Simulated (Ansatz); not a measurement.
A run on C4H7F (`CC1(F)CC1`) with other settings.

```yaml
crystal:
  periodic: [false, false, false]
  atoms:
    - {symbol: C, position_ang: [-1.200271, -0.231073, 0.827656]}
    - {symbol: C, position_ang: [0.188921, -0.325157, 0.291597]}
    - {symbol: F, position_ang: [0.940044, -1.233605, 1.001302]}
    - {symbol: C, position_ang: [0.937077, 0.853122, -0.215023]}
    - {symbol: C, position_ang: [0.498792, -0.246581, -1.158411]}
    - {symbol: H, position_ang: [-1.186744, 0.088712, 1.872149]}
    - {symbol: H, position_ang: [-1.778990, 0.493395, 0.252553]}
    - {symbol: H, position_ang: [-1.700898, -1.200083, 0.765998]}
    - {symbol: H, position_ang: [0.429223, 1.809115, -0.252051]}
    - {symbol: H, position_ang: [1.991579, 0.899840, 0.024848]}
    - {symbol: H, position_ang: [-0.312269, -0.052756, -1.849640]}
    - {symbol: H, position_ang: [1.270537, -0.910127, -1.526977]}
basis:
  gaussian: {orbitals: pcseg-2}
hamiltonian: {xc: {name: wB97X-V}}
output: {forces: true}
```

```sh
$ ansatz run in.yaml --threads 4 --pin off --events-out ev --progress --plain --max-ram 10444MiB
```

Output, abridged:

```
Functional definition: wB97X-V
1159 factors; their error is unknown
330 factors; integrals over basis functions are off by at most 6.1e-6 eV
mean field evaluation 1: about -6974.3362 eV, gradient 4.6e1 eV
mean field evaluation 2: about -6977.0803 eV, gradient 3.1e1 eV
mean field evaluation 4: about -6979.0435 eV, gradient 1.0e0 eV
mean field evaluation 8: about -6979.0181 eV, gradient 5.2e-1 eV
mean field evaluation 16: about -6979.0184 eV, gradient 3.5e-5 eV
mean field -6979.01843519 eV, -256.4741969445 hartree, gradient 7.9e-6 eV, S^2 0.000000; 0 other end points of the search recorded, 0 dependent functions left out
reference -6979.01843282 eV, -256.4741968574 hartree; 20, 20 occupied and 228, 228 virtual orbitals, 1159 factors
Total energy: -6979.01843282 eV, -256.4741968574 hartree
Atom 0 at    -1.200271    -0.231073     0.827656 Å, force    -0.233206     0.009521     0.096946 eV/Å
Atom 1 at     0.188921    -0.325157     0.291597 Å, force    -0.030565     0.098246    -0.100232 eV/Å
Atom 2 at     0.940044    -1.233605     1.001302 Å, force     0.174920    -0.209593     0.163345 eV/Å
Atom 3 at     0.937077     0.853122    -0.215023 Å, force     0.095317     0.179659     0.042988 eV/Å
Atom 4 at     0.498792    -0.246581    -1.158411 Å, force    -0.007957    -0.090991    -0.186750 eV/Å
Atom 5 at    -1.186744     0.088712     1.872149 Å, force     0.006030     0.001737     0.007329 eV/Å
Atom 6 at    -1.778990     0.493395     0.252553 Å, force    -0.001314     0.014786    -0.016674 eV/Å
Atom 7 at    -1.700898    -1.200083     0.765998 Å, force     0.001659    -0.009342    -0.002034 eV/Å
Atom 8 at     0.429223     1.809115    -0.252051 Å, force    -0.012713     0.010928     0.000474 eV/Å
Atom 9 at     1.991579     0.899840     0.024848 Å, force     0.013412    -0.002381     0.002382 eV/Å
Atom 10 at    -0.312269    -0.052756    -1.849640 Å, force    -0.016182     0.004918    -0.004150 eV/Å
Atom 11 at     1.270537    -0.910127    -1.526977 Å, force     0.010599    -0.007489    -0.003623 eV/Å
Dipole moment:    -0.213222     0.248185    -0.190149 e Å
```

Run time 3.4 s (4 threads of an AMD EPYC 9R45 on a shared host); peak host memory 0.8 GiB.
